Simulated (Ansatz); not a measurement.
We consider fluorite CeO2, described by PBE (Ansatz, a quantum-chemistry and plane-wave program, plane waves, PAW).

Settings: plane-wave cutoff 520 eV, 8×8×8 k mesh, perturbation theory, force constants from a 4×4×4 q mesh, no spin polarisation, scalar-relativistic PAW data made under PBE.

Computed at the level's own relaxed cell. Harmonic vibrational thermodynamics at fixed volume:

```
T (K)  S_vib (J/K per mol of atoms)  C_V (J/K per mol of atoms)  F_vib (eV/atom)
-----  ----------------------------  --------------------------  ---------------
200                           15.01                       17.58           0.0400
300                             ___                         ___              ___
400                             ___                         ___              ___
600                             ___                         ___              ___
700                             ___                         ___              ___
900                             ___                         ___              ___
1000                            ___                         ___              ___
```

**Question.** Some entries are withheld; supply them.

**Answer.** 
- 300, S_vib (J/K per mol of atoms): 22.88
- 300, C_V (J/K per mol of atoms): 20.99
- 300, F_vib (eV/atom): 0.0202
- 400, S_vib (J/K per mol of atoms): 29.16
- 400, C_V (J/K per mol of atoms): 22.55
- 400, F_vib (eV/atom): -0.0068
- 600, S_vib (J/K per mol of atoms): 38.59
- 600, C_V (J/K per mol of atoms): 23.82
- 600, F_vib (eV/atom): -0.0776
- 700, S_vib (J/K per mol of atoms): 42.28
- 700, C_V (J/K per mol of atoms): 24.10
- 700, F_vib (eV/atom): -0.1196
- 900, S_vib (J/K per mol of atoms): 48.38
- 900, C_V (J/K per mol of atoms): 24.43
- 900, F_vib (eV/atom): -0.2138
- 1000, S_vib (J/K per mol of atoms): 50.96
- 1000, C_V (J/K per mol of atoms): 24.52
- 1000, F_vib (eV/atom): -0.2653

The crystal is taken as a harmonic solid at every temperature: melting, phase changes and thermal expansion are not seen.
